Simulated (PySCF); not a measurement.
Homolysis of single bonds, series vinyl-X. Isolated molecules, 0 K electronic values unless said otherwise. One relaxed conformer stands for each flexible species; it need not be the lowest. Strings in code marks are SMILES.

Computed with PBE-D3(BJ)/def2-TZVP // CAM-B3LYP-D3(BJ)/def2-TZVP (PySCF). 

```
species                                           dipole moment (D)
------------------------------------------------  -----------------
whole molecule (`C=CCl`)                                       1.30
whole molecule (`C=CBr`)                                          …
whole molecule (`C=COC` (C–C–O–C torsion 0°))                     –
radical fragment (`O=[C]O` (O–C–O–H torsion 0°))                  –
whole molecule (`C=CC=C` (C–C–C–C torsion 180°))                  –
whole molecule (`C(=C)B`)                                         –
```

### Question
Fill in the missing entries.

### Answer

- whole molecule (`C=CBr`), dipole moment (D): 1.37
